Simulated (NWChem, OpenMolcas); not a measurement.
Exact exchange and the HOMO–LUMO gap of C2H6Si

The species is C2H6Si (9 atoms), meant as a singlet with charge 0. SMILES: `C[Si]C`. The shape is that of a PBE0-D4/def2-TZVP optimisation.

The HOMO–LUMO gap y, in eV, basis 6-311+G(d,p); a is the functional's share of exact exchange. Programs: NWChem 7.3.0, OpenMolcas 26.06.

| functional | program | a | y (eV) |
| --- | --- | --- | --- |
| TPSS | OpenMolcas | 0 | 2.15 |
| BLYP | OpenMolcas | 0 | 2.00 |
| B3LYP | NWChem | 0.2 | 3.49 |
| PBE0 | NWChem | 0.25 | ? |
| BHLYP | OpenMolcas | 0.5 | 5.71 |

Problem. Fit y = c + s·a to the known rows and predict PBE0.

Solution. 
1. Means of the 4 rows: a = 0.1750, y = 3.337.
2. Σ(Δa)² = 0.1675, Σ(Δa·Δy) = 1.2167, so the slope is 1.2167/0.1675 = 7.2639.
3. Intercept: 3.337 − (7.2639) × 0.1750 = 2.066. The largest residual of the fit is 0.084.
4. PBE0: 2.066 + (7.2639) × 0.25 = 3.88 eV.

The run gave 3.84 eV, so the prediction is off by +0.04 eV, within the largest residual. Exact exchange lowers occupied levels and raises empty ones. The rows mix families of semi-local functionals, which the line can't see.
